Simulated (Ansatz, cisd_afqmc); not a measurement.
Species: HS, charge 0, doublet. HS (SMILES [SH], doublet).
B3LYP-D3(BJ)/def2-TZVP minimum from Ansatz (a program for electronic structure):
```
S
H 1 1.3473
```
Charge 0, spin multiplicity 2.

Total energies in aug-cc-pV(D+d)Z, 7 correlated electrons, 5 frozen orbitals. UHF or UKS for unpaired electrons; spin-orbit terms are left out. Correlated methods leave the cores frozen. No relativity. AFQMC is phaseless with a CISD trial state; ± is one standard error, without the phaseless bias. Outlying blocks are dropped, and bars are widened where a walk drifts. Over all cases where full CI ran beside it in this data, AFQMC minus full CI had a median of +0.1 mEh and passed +0.4 mEh in a tenth of the cases.

```tsv
method	program	energy (Eh)	minus CCSDTQ (mEh)
HF	Ansatz	-398.09443	150.01
MP2	Ansatz	-398.21637	28.06
CCSD	Ansatz	-398.23987	4.57
CCSD(T)	Ansatz	-398.24355	0.89
CCSDT(Q)	Ansatz	-398.24441	0.03
CCSDTQ	Ansatz	-398.24443	0.00
AFQMC/CISD	cisd_afqmc	-398.2443 ± 0.0002	0.1 ± 0.2
```

Rough core times of Ansatz's runs on a shared machine: CCSD(T) under 20 s, CCSDT(Q) under 20 s, CCSDTQ 2 min.
